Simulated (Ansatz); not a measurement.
Results of BLYP in Ansatz (plane waves, PAW) for chalcopyrite CdGeAs2.

Settings: plane-wave cutoff 520 eV, 8×8×8 k mesh, Fermi–Dirac smearing 0.01 eV, scalar-relativistic PAW data made under PBE.

Shape and atoms are relaxed at each volume.

Pressure at four volumes; x = ln(V/28.017 Å³). One pressure is withheld.

```json
[
 {"V (Å³/atom)": "26.896", "x": "-0.0408", "P (GPa)": "?"},
 {"V (Å³/atom)": "27.456", "x": "-0.0202", "P (GPa)": "0.92"},
 {"V (Å³/atom)": "28.017", "x": "0.0000", "P (GPa)": "0.01"},
 {"V (Å³/atom)": "29.137", "x": "0.0392", "P (GPa)": "-1.52"}
]
```

**Question.** Pass a parabola P(x) through the three rows shown, estimate the bulk modulus and its pressure derivative near zero pressure, and predict the withheld pressure.

**Answer.** Slopes between the rows: (0.01 − (0.92))/(0.0000 − (-0.0202)) = -45.05 and (-1.52 − (0.01))/(0.0392 − (0.0000)) = -39.03 GPa. Their difference over the span 0.0594 is c = 6.02/0.0594 = 101.3 GPa, so P(x) = 0.92 + (-45.05)(x − (-0.0202)) + 101.3 (x − (-0.0202))(x − (0.0000)). At the middle row B = −dP/dx = −[-45.05 + 101.3 × 0.0202] = 43.0 GPa, and B′ = dB/dP = 2c/B = 4.7. At x = -0.0408 the parabola gives 1.93 GPa; the run gives 1.95 GPa. The Birch–Murnaghan fit to the energies at all volumes has B0 = 42.9 GPa and B′ = 4.7.

Measured, for comparison: bulk modulus 69.9 GPa (temperature not stated, not corrected to a static lattice; as tabulated in Toher et al. (2017), arXiv:1611.05714). Computed (rounded) less measured: bulk modulus -39 %.

Note: the cell is over a tenth larger than the published one: the level's own overestimate first of all, though another phase or state, or a fault of the published cell, is possible; the bulk modulus comes from volumes at which shape and atoms were relaxed.

Ansatz is a first-principles code.
